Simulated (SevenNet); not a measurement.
# hcp Tc

Method: the machine-learned potential SevenNet-0 (trained on PBE and PBE+U data).

Cell: relaxed at this level.

```yaml
lattice_parameter_a: 2.766 Å
lattice_parameter_c: 4.407 Å
```

Measured, for comparison: lattice constant a 2.741 Å, lattice parameter c 4.399 Å (293 K, no zero-point or thermal correction; as tabulated in Wikipedia's data pages). Computed (rounded) less measured: lattice constant a +0.9 %, lattice parameter c +0.2 %.

A machine-learned potential is trained on density-functional data: it inherits that level's misses and adds fitting errors of its own.

Note: the model gives imaginary modes for this phase (in the spectrum interpolated from a supercell).
